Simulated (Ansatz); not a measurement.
**doublet HS2: levels of theory in one basis**

```xyz
3

H     0.0000    0.1536   -1.2204
S     0.0000   -0.7022   -0.1574
S     0.0000    0.5486    1.3778
```

Basis set: def2-SVP (spherical functions). Correlated methods keep 10 orbitals frozen. Correlation on ROHF uses semicanonical orbitals with singles. Charge 0, multiplicity 2.

Computed with Ansatz (development build ahead of 0.2.0); each method stands on the lowest determinant of its kind that the runs found.

| method | E − E(ROHF) (eV) | <S²> of the determinant |
| --- | --- | --- |
| ROHF | 0.00 | 0.75 |
| UHF | -0.12 | 0.76 |
| ROHF-MP2 | -6.67 | – |
| UHF-MP2 | -6.64 | 0.76 |

(1) What does ROHF-CCSD(T) give on the same scale?

(2) Is a single determinant a sound starting point here?

## Answers

(1) -7.76 eV.

(2) By this sign, yes. Unrestricted orbitals gain 0.12 eV and <S²> is 0.76 against 0.75 for a pure state.
